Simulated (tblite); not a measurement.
Compound: C₄H₆NS (doublet state).
SMILES: `C[C@H]1C=CS[N]1`

All values are computed: GFN2-xTB (tblite) harmonic vibrations without scaling, gas phase. Against measured fundamentals such values can be off by several per cent, at times by over 20. Open shells enter through the occupations alone, without spin polarisation, and single modes of such species can be off by tens of per cent.

Harmonic wavenumbers (cm⁻¹): 122.9, 195.0, 268.9, 391.1, 490.5, 587.1, 681.7, 752.5, 772.5, 816.2, 852.1, 891.8, 984.0, 1033.0, 1037.7, 1067.1, 1130.0, 1193.2, 1233.5, 1245.3, 1382.1, 1475.6, 1489.8, 1583.5, 2802.5, 3036.3, 3037.7, 3058.9, 3127.1, 3162.5.

A = 5910, B = 2773, C = 2089 MHz; mass 100.022 u (most abundant isotopes); point group C1, symmetry number 1; spin multiplicity 2.

**Question.** What is the zero-point energy?

**Answer.** Half the sum of the wavenumbers: 19951 cm⁻¹ = 57.04 kcal/mol.

**Question.** Give the ideal-gas entropy at 298.15 K and 1 bar in the rigid-rotor, harmonic-oscillator model (classical rotation).

**Answer.** Translation 39.74, rotation 26.64, vibration 10.86, spin (R ln 2) 1.38: S = 78.6 cal/(mol K).

**Question.** And Cp and H(298.15 K) − H(0)?

**Answer.** Cp = 23.81 cal/(mol K), of which vibrations give 15.86 (their classical limit is 30 R = 59.6); H(298.15 K) − H(0) = 4.35 kcal/mol without the zero-point energy, 1.98 from vibrations.

**Question.** How do the functions run with temperature in this model?

**Answer.** 
```csv
T (K),S (cal/(mol K)),Cp (cal/(mol K)),H − H(0) (kcal/mol),G − H(0) (kcal/mol),ln q(vib)
150,66.1,14.1,1.57,-8.35,0.65
250,74.7,20.4,3.28,-15.40,1.60
400,86.6,30.6,7.13,-27.51,3.33
600,101.0,40.5,14.31,-46.30,5.93
900,119.3,49.5,27.94,-79.44,9.90
```

q(vib) and H(0) count from the zero-point level.

**Question.** Which modes carry the vibrational entropy at 298.15 K?

**Answer.** 122.9 cm⁻¹: 3.05; 195.0 cm⁻¹: 2.18; 268.9 cm⁻¹: 1.60; 391.1 cm⁻¹: 1.00; 490.5 cm⁻¹: 0.68; 587.1 cm⁻¹: 0.47 cal/(mol K); the other 24 give 1.87 together.

Hindered rotation and anharmonicity are outside this model. The structure is chiral; the term R ln 2 for an equal mix with its mirror image is left out.

The run took 0.23 s wall on Arm Neoverse V2, one thread, shared host. This covers the Hessian and the dipole derivatives.
